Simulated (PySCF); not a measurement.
Gas-phase reaction: 2 AlH2Cl + Cl2 → 2 AlHCl2 + H2

Computed with PySCF and rigid-rotor harmonic-oscillator thermochemistry at 1 bar. † marks an energy on the PBE0/def2-TZVP geometry and frequencies; other levels use their own. MP2 freezes the core. 6-31G* has spherical d functions here. All species are closed-shell singlets. B3LYP is the form with VWN-RPA correlation. AlH2Cl, AlHCl2: computed as isolated molecules; such fragments, hydroxides, amides, oligomers or adducts are transient or little studied in the gas. MP2 isn't extrapolated to the basis-set limit.

B3LYP/6-31G* gives ΔH°(298 K) = -470 kJ.

**Question.** What do PBE/def2-TZVP†, MP2/def2-SVP†, BLYP/def2-TZVP† give?

**Answer.** PBE/def2-TZVP†: -455 kJ; MP2/def2-SVP†: -517 kJ; BLYP/def2-TZVP†: -448 kJ. For scale, ΔH°(298 K) is -470 kJ at this level, -477 kJ at ωB97M-V/def2-TZVP†, and runs from -517 to -342 kJ over the 20 levels computed († marks an energy on the PBE0/def2-TZVP geometry).
